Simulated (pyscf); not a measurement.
`[F][CH]([F])[CH2][CH2][Cl]` → `[CH3][CH2][Cl]` + `[F][C][F]` [singlet], a 1,1-elimination (singlet surface; C–C, C–H broken, C–H formed). PySCF, gas phase, ωB97X-D3(BJ)/def2-SVP geometries. Energies in kcal/mol from the reactant's lowest minimum found.

Small-basis levels: PySCF, no dispersion term, spherical d functions. AM1 to PM7: differences of heats of formation from MOPAC. GFN2-xTB: tblite. Cost: rough CPU time at the saddle relative to B3LYP/6-31G*, from one job on a shared machine.

```json
[
 {"level": "MP2/6-31G*", "barrier": "137.7", "reaction energy": "+64.3", "cost": "0.1"},
 {"level": "B3LYP/STO-3G", "barrier": "139.6", "reaction energy": "+44.7", "cost": "0.5"},
 {"level": "B3LYP/3-21G", "barrier": "137.0", "reaction energy": "+64.4", "cost": "0.7"},
 {"level": "B3LYP/LANL2DZ", "barrier": "133.0", "reaction energy": "+71.4", "cost": "0.8"},
 {"level": "M06-2X/6-31G*", "barrier": "130.7", "reaction energy": "+64.2", "cost": "3"},
 {"level": "B3LYP/6-311+G**", "barrier": "124.4", "reaction energy": "+58.6", "cost": "2"},
 {"level": "GFN2-xTB", "barrier": "105.3", "reaction energy": "+80.9", "cost": "under 0.02"},
 {"level": "AM1", "barrier": "117.1", "reaction energy": "+35.9", "cost": "under 0.02"},
 {"level": "PM6", "barrier": "111.0", "reaction energy": "+38.7", "cost": "under 0.02"},
 {"level": "ωB97M-D3(BJ)/def2-TZVP", "barrier": "125.1", "reaction energy": "+58.4", "cost": "–"}
]
```

Against the last row the barrier runs from -19.9 (GFN2-xTB) to +14.5 kcal/mol (B3LYP/STO-3G). ωB97M-D3(BJ)/def2-TZVP has limits of its own. The same reactants have a lower exit, to •H₂C–CH₂–CH(F)–F + Cl• (no saddle counted: cutting one bond costs +87.7 kcal/mol at ωB97M-D3(BJ), against +125.1 kcal/mol here). This is the saddle that the search found; another between the same sides may lie lower.
